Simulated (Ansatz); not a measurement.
A ladder of methods for B2 (SMILES B#B)

B2 has 2 atoms, charge 0, and is taken as a triplet. SMILES: `B#B`. The shape is that of a GFN2-xTB optimisation.

```xyz
2

B     0.0000    0.0000    0.0000
B     0.0000    0.0000    1.4051
```

Quantity: the electronic atomisation energy, in eV. The values are calculated. Electronic energies at fixed atoms, without zero-point motion or spin-orbit coupling.

```json
{"level": "UHF/3-21G", "kind": "Hartree–Fock", "program": "Ansatz", "value (eV)": "1.75", "CPU time (all runs)": "0.33 s"}
{"level": "U-revPBE/3-21G", "kind": "GGA", "program": "Ansatz", "value (eV)": "2.50", "CPU time (all runs)": "7.6 s"}
{"level": "UPBE/3-21G", "kind": "GGA", "program": "Ansatz", "value (eV)": "2.73", "CPU time (all runs)": "7.8 s"}
{"level": "U-r2SCAN/3-21G", "kind": "meta-GGA", "program": "Ansatz", "value (eV)": "2.78", "CPU time (all runs)": "16 s"}
{"level": "U-r2SCAN0/3-21G", "kind": "hybrid meta-GGA", "program": "Ansatz", "value (eV)": "2.59", "CPU time (all runs)": "11 s"}
{"level": "UCAM-B3LYP/3-21G", "kind": "range-separated hybrid", "program": "Ansatz", "value (eV)": "2.09", "CPU time (all runs)": "7 s"}
{"level": "UB2PLYP/3-21G", "kind": "double hybrid", "program": "Ansatz", "value (eV)": "1.92", "CPU time (all runs)": "6.7 s"}
{"level": "RPA@PBE/3-21G", "kind": "RPA", "program": "Ansatz", "value (eV)": "0.89", "CPU time (all runs)": "12 s"}
{"level": "UCCSDTQ/3-21G", "kind": "coupled cluster or CI", "program": "Ansatz", "value (eV)": "1.74", "CPU time (all runs)": "25 s"}
```

The values span 0.89 to 2.78 eV. Spin contamination of the reference (⟨S²⟩ at least 0.1 too high) touches UHF/3-21G, U-revPBE/3-21G, UPBE/3-21G, U-r2SCAN/3-21G, U-r2SCAN0/3-21G, UCAM-B3LYP/3-21G, UB2PLYP/3-21G, RPA@PBE/3-21G, UCCSDTQ/3-21G. All rows use very small basis sets, so none should be taken for the real molecule's value. CPU times are rough (shared hosts, several kinds of processor): they show what a rung costs within a factor of a few.
